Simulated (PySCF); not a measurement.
# Ionisation of allene

System: allene, `C=C=C` (C3H4). Numbering: `[CH2:1]=[C:2]=[CH2:3]`

These are calculated values, ωB97X-D3(BJ)/ma-def2-TZVP in PySCF (grid level 2) at geometries from PBE0-D3(BJ)/def2-SVP. The prefix ma- adds one diffuse s and one diffuse p function on all atoms but H. Zero-point and thermal terms (298.15 K, 1 bar) come from unscaled PBE0-D3(BJ)/def2-SVP harmonic frequencies, with soft modes damped to free rotors in the entropy.

Frontier levels of the parent: HOMO -10.15 eV, LUMO 1.31 eV.

Oxidation to the radical cation:
| Quantity | Value |
| --- | --- |
| Vertical ionisation energy (electronic) | 10.13 eV |
| Adiabatic ionisation energy (with zero-point energy) | 9.51 eV |
| Adiabatic, electronic part | 9.58 eV |
| Vertical gap at the product's structure | 8.93 eV |
| Inner reorganisation energy (four-point) | 1202 meV |
| Relaxation of product / of parent | 547 / 655 meV |
| ⟨S²⟩ of the product | 0.767 |
| Largest spin populations | C1 0.38, C3 0.38, C2 0.20 |
| Largest changes of atomic charge | C1 0.21, C3 0.21, C2 0.19, H (on C3) 0.10 |
| Distances that move most (Å) | C1–C2 1.308 → 1.318; C2–C3 1.308 → 1.318; C1–H 1.095 → 1.103; C1–H 1.095 → 1.103 |
| Potential in THF | 7.16 V absolute, 2.41 V against Fc+/Fc computed at 4.74 V (solvation -7 → -232 kJ/mol) |

Solvents are IEF-PCM continua (electrostatics only, gas-phase structures); absolute potentials refer to an electron at rest in vacuum. Fc+/Fc in THF, 4.74 V, is ωB97X-D3(BJ)/ma-def2-TZVP on PBE0-D3(BJ)/def2-SVP structures with GFN2-xTB thermal terms. Benchmark calculations put it near 5.0 V in acetonitrile and DMSO, so it is about 0.3 V low, and the value against it can read up to that much too high.

Measured values (NIST Chemistry WebBook, evaluated or the median of agreeing entries): vertical ionisation energy 10.04 eV (computed 10.13, difference 0.09); adiabatic ionisation energy 9.69 eV (computed 9.51, difference -0.18).

Hardware: 1 thread of Arm Neoverse N1, shared with other jobs. Command: `OMP_NUM_THREADS=1 python redox_run.py task.json out`. Structures, frequencies and single points: 2.6 min.

Differences come from unrounded values, so a last digit can differ from that of the printed terms.
